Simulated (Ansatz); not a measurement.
## Equilibrium volume per atom of some elemental solids other than molecular ones

Method: PBEsol in Ansatz (plane waves, PAW). References are measured values corrected to a static lattice. The table is a random draw of 10 from 14 solids with such references.

Values in Å³/atom.

```
solid                       reference  PBEsol  error (%)
--------------------------  ---------  ------  ---------
hcp Os                         13.85¶   13.89       +0.3
hcp Mg                         22.65¶   22.51       -0.6
hcp Tl                         27.99¶   28.61       +2.2
hcp Zn                         14.86¶   14.22       -4.3
hcp Hf                         22.30¶   21.61       -3.1
hcp Co                         10.96¶   10.37       -5.4
body-centred tetragonal In     25.70¶   25.55       -0.6
hcp Cd                         21.01¶   21.02        0.0
hcp Ru                         13.45¶   13.32       -1.0
hcp Zr                         23.18¶   22.46       -3.1
```

Over these 10 solids the mean error is -1.6 %, the mean absolute error 2.1 % (median 1.6 %), and the worst case hcp Co at -5.4 %; the value is too low in 7 of 10 cases. Over all 14, from unrounded values, the mean error is -2.1 % and the mean absolute error 2.5 % (median 2.6 %).

All these references are brought to a static lattice.

Spin–orbit coupling is left out, also for the solids with elements from indium on (hcp Os, hcp Tl, hcp Hf, body-centred tetragonal In); its size isn't shown.

¶ marks references of a special kind: hcp Os, 13.85 Å³/atom (measured, copied from a table, unchecked, extrapolated to 0 K and zero-point effects removed; as tabulated in Lejaeghere et al. (2013), arXiv:1204.2733); hcp Mg, 22.65 Å³/atom (measured, copied from a table, unchecked, extrapolated to 0 K and zero-point effects removed; as tabulated in Lejaeghere et al. (2013), arXiv:1204.2733); hcp Tl, 27.99 Å³/atom (measured, copied from a table, unchecked, extrapolated to 0 K and zero-point effects removed; as tabulated in Lejaeghere et al. (2013), arXiv:1204.2733); hcp Zn, 14.86 Å³/atom (measured, copied from a table, unchecked, extrapolated to 0 K and zero-point effects removed; as tabulated in Lejaeghere et al. (2013), arXiv:1204.2733); hcp Hf, 22.30 Å³/atom (measured, copied from a table, unchecked, extrapolated to 0 K and zero-point effects removed; as tabulated in Lejaeghere et al. (2013), arXiv:1204.2733); hcp Co, 10.96 Å³/atom (measured, copied from a table, unchecked, extrapolated to 0 K and zero-point effects removed; as tabulated in Lejaeghere et al. (2013), arXiv:1204.2733); body-centred tetragonal In, 25.70 Å³/atom (measured, copied from a table, unchecked, extrapolated to 0 K and zero-point effects removed; as tabulated in Lejaeghere et al. (2013), arXiv:1204.2733); hcp Cd, 21.01 Å³/atom (measured, copied from a table, unchecked, extrapolated to 0 K and zero-point effects removed; as tabulated in Lejaeghere et al. (2013), arXiv:1204.2733); hcp Ru, 13.45 Å³/atom (measured, copied from a table, unchecked, extrapolated to 0 K and zero-point effects removed; as tabulated in Lejaeghere et al. (2013), arXiv:1204.2733); hcp Zr, 23.18 Å³/atom (measured, copied from a table, unchecked, extrapolated to 0 K and zero-point effects removed; as tabulated in Lejaeghere et al. (2013), arXiv:1204.2733).

Differences are worked out from the printed values.

Ansatz's density-functional and Hartree–Fock values are scalar-relativistic unless marked +SOC, with PAW data made under PBE.

Ansatz's runs of these crystals have no spin polarisation, but for hcp Co.

Density-functional runs with spin start from parallel moments for hcp Co.

Not in this set, of the elemental solids other than molecular ones with a reference value in our tables and a result at some level: 2 for a published cell of unstated conditions; 2 for a reference at room or unstated temperature; 2 for a cell known from the COD alone. These can be a level's best or worst cases. Solids without a released value at any level aren't counted. Cubic solids are told by their lattice constant and aren't counted here. Layered and molecular crystals are counted apart. The metals Ce to Yb are counted apart.

References as tabulated in Lejaeghere et al. (2013), arXiv:1204.2733.

Ansatz is a first-principles code.
